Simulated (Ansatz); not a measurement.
A made-up structure of CHS$_{2}$ (charge +1), closed shell:

S1  (0.137, -1.365, -2.864)
C2  (-0.523, 0.004, 0.194)
S3  (0.452, -0.305, -1.079)
H4  (1.580, 0.046, -0.407)
(Å)

It is relaxed with PBE-D4/def2-SVP and then PBE0-D4/def2-TZVP (Ansatz 0.2.0). Atoms count as bonded within 1.22 times the sum of their covalent radii (H–H: 0.88 Å). The end point is not checked to be a true minimum.

(1) Does its bonding change? (Judge from chemistry; the calculation decides.)

Answers

(1) By the calculation: Yes. Formed: S1–C2; broken: none.

Where it ends: The first stage lowers the energy by 3.87 eV in 17 steps. It ends as CHS₂ ([C]1[S][SH]1), total charge +1:
```xyz
4
angstrom
S -0.2182 -1.1240 -2.0244
C -0.7066 -0.6379 -0.5240
S 0.7999 0.4261 -1.1200
H 1.7711 -0.2847 -0.4877
```

Labels in which every atom is bracketed show which atoms are joined, not bond orders.

For scale, one of the runs: PBE0-D4/def2-TZVP relaxation, 111 basis functions, launched by `ansatz run in.yaml --threads 2 --pin off --events-out ev --progress --plain --max-ram 4352MiB`. The run took about 17 s on 2 CPU threads of an Intel Xeon Platinum 8259CL (shared host).
